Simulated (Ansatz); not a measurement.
The same calculation of AlH₅O, SMILES [OH2+][AlH3-] as a Python script and as an input file (Ansatz's Python interface).

`alh5o_energy.py`
```python
# -*- coding: utf-8 -*-
import logging
import sys

import ansatz as az
from ase import Atoms

logging.basicConfig(stream=sys.stdout, format='[%(levelname)s] %(message)s')
logger = logging.getLogger('alh5o')
logger.setLevel(logging.INFO)

atoms = Atoms(['O', 'Al', 'H', 'H', 'H', 'H', 'H'], positions=[
    [-0.3473, -1.1963, -0.1185],
    [0.0216, 0.6312, -0.1033],
    [-0.6207, -1.3738, 0.801],
    [0.5369, -1.5947, -0.3269],
    [0.4936, 1.0858, -1.5769],
    [-1.2588, 1.492, 0.3353],
    [1.236, 0.8878, 0.9436],
])
system = az.Crystal.molecule_from_ase(atoms)

model = system.calculation().basis(gaussian='pcseg-2').functional('r2scan', dispersion='d3bj')
try:
    rep = model.run(threads=1, pin='off').report
except az.AnsatzError as error:
    sys.exit(f'{type(error).__name__}: {error}')

logger.info(f'E = {rep["free_energy_ev"]:.6f} eV = {rep["free_energy_ev"] / 27.211386246:.7f} Ha')
print('converged:', rep['converged'], ' doubts:', rep['published_state_doubts'] or 'none')

state = rep['mean_field']['state']
logger.info(f'mean field: {state["energy"]["hartree"]:.7f} Ha, <S^2> = {abs(state["spin_squared"]):.4f}, stability: {state.get("stability", {}).get("kind")}')
```

Output of `python alh5o_energy.py`:
```text
DeckWarning: the engine holds no damping parameters fitted to this dispersion correction and functional, so the run takes those fitted to r2scan beside the three-body term, which d3bj leaves out (hamiltonian.dispersion, under Limitations)
[INFO] E = -8724.303140 eV = -320.6122269 Ha
converged: True  doubts: none
[INFO] mean field: -320.6114508 Ha, <S^2> = 0.0000, stability: minimum
```
(Warnings from the package without file and line.)

`input.yaml`:
```yaml
crystal:
  periodic: [false, false, false]
  atoms:
    - { symbol: O, position_ang: [-0.3473, -1.1963, -0.1185] }
    - { symbol: Al, position_ang: [0.0216, 0.6312, -0.1033] }
    - { symbol: H, position_ang: [-0.6207, -1.3738, 0.801] }
    - { symbol: H, position_ang: [0.5369, -1.5947, -0.3269] }
    - { symbol: H, position_ang: [0.4936, 1.0858, -1.5769] }
    - { symbol: H, position_ang: [-1.2588, 1.492, 0.3353] }
    - { symbol: H, position_ang: [1.236, 0.8878, 0.9436] }
basis:
  gaussian: { orbitals: pcseg-2 }
hamiltonian:
  xc: r2scan
  dispersion: d3bj
```

The program run on that file:
```console
$ ansatz run input.yaml --threads 1 --pin off --max-ram 4096MiB --backend cpu --events-out ev --progress --plain --runs-dir out
Warning: the engine holds no damping parameters fitted to this dispersion correction and functional, so the run takes those fitted to r2scan beside the three-body term, which d3bj leaves out (hamiltonian.dispersion, under Limitations)
Engine: ansatz 0.2.0, aarch64-unknown-linux-gnu
Functional definition: r2SCAN
  parameter k0 = 0.174
  parameter k1 = 0.065
  parameter a1 = 4.9479
  exchange = r2scan_x(k0 = k0, k1 = k1, a1 = a1)
  correlation = r2scan_c
674 factors; their error is unknown
mean field evaluation 1: about -8720.0245 eV, gradient 5.0e1 eV
mean field evaluation 2: about -8715.2467 eV, gradient 7.4e1 eV
mean field evaluation 4: about -8724.2998 eV, gradient 9.8e-1 eV
mean field evaluation 8: about -8724.2819 eV, gradient 2.5e-1 eV
mean field -8724.28200783 eV, -320.6114502570 hartree, gradient 2.3e-5 eV, S^2 0.000000; 0 other end points of the search recorded, 0 dependent functions left out
reference -8724.28202281 eV, -320.6114508074 hartree; 13, 13 occupied and 121, 121 virtual orbitals, 674 factors
Total energy: -8724.30314016 eV, -320.6122268557 hartree
```

What to keep in mind:
- Total energies depend on the basis set; only differences at equal settings carry meaning.
- The geometry is a force-field or estimated start, not a minimum of this method, and the basis set is short of its limit.
- A dispersion term here runs with damping parameters fitted for another variant or functional.
- Timing: 4.4 s on 1 thread of Arm Neoverse V1 (shared host), peak memory 0.21 GiB.
